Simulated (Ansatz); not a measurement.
A made-up structure of CH₃AlO, closed shell:

| atom | x (Å) | y (Å) | z (Å) |
| --- | --- | --- | --- |
| C1 | 0.6967 | -0.8414 | 0.5325 |
| Al2 | -0.4125 | 0.4982 | -0.3154 |
| O3 | 1.5050 | -1.8174 | 1.1505 |
| H4 | 0.2523 | 1.8632 | -0.2438 |
| H5 | -1.7638 | 0.5855 | 0.3751 |
| H6 | -0.6420 | 0.1520 | -1.7775 |

It is relaxed with PBE-D4/def2-SVP and then PBE0-D4/def2-TZVP (Ansatz 0.2.0). Atoms count as bonded within 1.22 times the sum of their covalent radii (H–H: 0.88 Å). The end point is not checked to be a true minimum.

Problem. Does its bonding change? (A judgement: the text doesn't fix the answer.)

Solution. Computed: No: no bond forms or breaks.

Where it ends: The first stage lowers the energy by 2.95 eV in 6 steps. It ends as CH₃AlO ([O][C][AlH3]):
```xyz
6
angstrom
C 0.6943 -0.8384 0.5307
Al -0.5378 0.6495 -0.4111
O 1.3358 -1.6131 1.0211
H 0.4629 1.8584 -0.1330
H -1.7853 0.4336 0.5571
H -0.5343 -0.0498 -1.8433
```

Labels in which every atom is bracketed show which atoms are joined, not bond orders.

For scale, one of the runs: PBE0-D4/def2-TZVP relaxation, 117 basis functions, launched by `ansatz run in.yaml --threads 2 --pin off --events-out ev --progress --plain --max-ram 4352MiB`. The run took about 6.5 s on 2 CPU threads of an Intel Xeon Platinum 8488C (shared host).
